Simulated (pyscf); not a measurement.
`[CH2][CH3]` [doublet] + `[H]` [doublet] → `[CH4]` + `[CH2]` [triplet], a substitution at C (triplet surface; C–C broken, C–H formed). PySCF, gas phase, ωB97X-D3(BJ)/def2-SVP geometries. MP2 and CC: frozen core, UHF for open shells. ΔMP2 is the change of the MP2 total energy from the triple- to the quadruple-zeta basis. Energies in kJ/mol from the separated reactants.

Small-basis levels: PySCF, no dispersion term, spherical d functions. AM1 to PM7: differences of heats of formation from MOPAC. Open shells are spin-unrestricted. 

```tsv
level	barrier	reaction energy
HF/STO-3G	245.4	-86.3
MP2/6-31G*	218.9	-5.2
SVWN5/6-31G*	119.7	+13.3
BP86/6-31G*	132.1	-22.8
B3LYP/6-311+G**	147.2	-33.3
PBE/def2-SVP	143.0	-0.7
B3LYP/def2-SVP	153.8	-21.5
AM1	147.8	+7.8
PM3	102.8	-28.8
CCSD(T)/def2-TZVPP + ΔMP2(QZVPP)	161.6	-32.6
```

Against the last row the barrier runs from -58.9 (PM3) to +83.8 kJ/mol (HF/STO-3G). CCSD(T)/def2-TZVPP + ΔMP2(QZVPP) has limits of its own. Abstraction by the radical was not located in this set and often lies lower. •H₂C–CH₃ + H• also meet on a surface of lower spin, which isn't treated here. One saddle was located; it need not be the lowest between these sides. The angle at the attacked C is 180°. The CCSD(T) − MP2 part came from Ansatz, without density fitting, on the same reference.
